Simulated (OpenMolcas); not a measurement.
# A ladder of methods for CH3AlO (SMILES [CH3][Al]=[O])

CH3AlO: 6 atoms, total charge 0, spin state singlet. SMILES: `[CH3][Al]=[O]`. The shape is that of a PBE0-D4/def2-TZVP optimisation.

Each level gives the dipole moment (D). The values are calculated.

```json
{"level": "HF/aug-cc-pVDZ", "kind": "Hartree–Fock", "program": "OpenMolcas", "value (D)": "6.76", "CPU time": "12 s"}
{"level": "PBE/aug-cc-pVDZ", "kind": "GGA", "program": "OpenMolcas", "value (D)": "5.53", "CPU time": "39 s"}
{"level": "M06-L/aug-cc-pVDZ", "kind": "meta-GGA", "program": "OpenMolcas", "value (D)": "5.64", "CPU time": "55 s"}
{"level": "TPSS/aug-cc-pVDZ", "kind": "meta-GGA", "program": "OpenMolcas", "value (D)": "5.52", "CPU time": "58 s"}
{"level": "B3LYP/aug-cc-pVDZ", "kind": "global hybrid", "program": "OpenMolcas", "value (D)": "5.85", "CPU time": "37 s"}
{"level": "BHLYP/aug-cc-pVDZ", "kind": "global hybrid", "program": "OpenMolcas", "value (D)": "6.27", "CPU time": "38 s"}
{"level": "M06-2X/aug-cc-pVDZ", "kind": "hybrid meta-GGA", "program": "OpenMolcas", "value (D)": "6.09", "CPU time": "54 s"}
{"level": "PBE0/aug-cc-pVDZ", "kind": "global hybrid", "program": "OpenMolcas", "value (D)": "5.92", "CPU time": "38 s"}
```

The values span 5.52 to 6.76 D. Magnitudes only. Times are those of the runs behind each value, whatever else they computed, on shared processors of several kinds: orders of magnitude only.
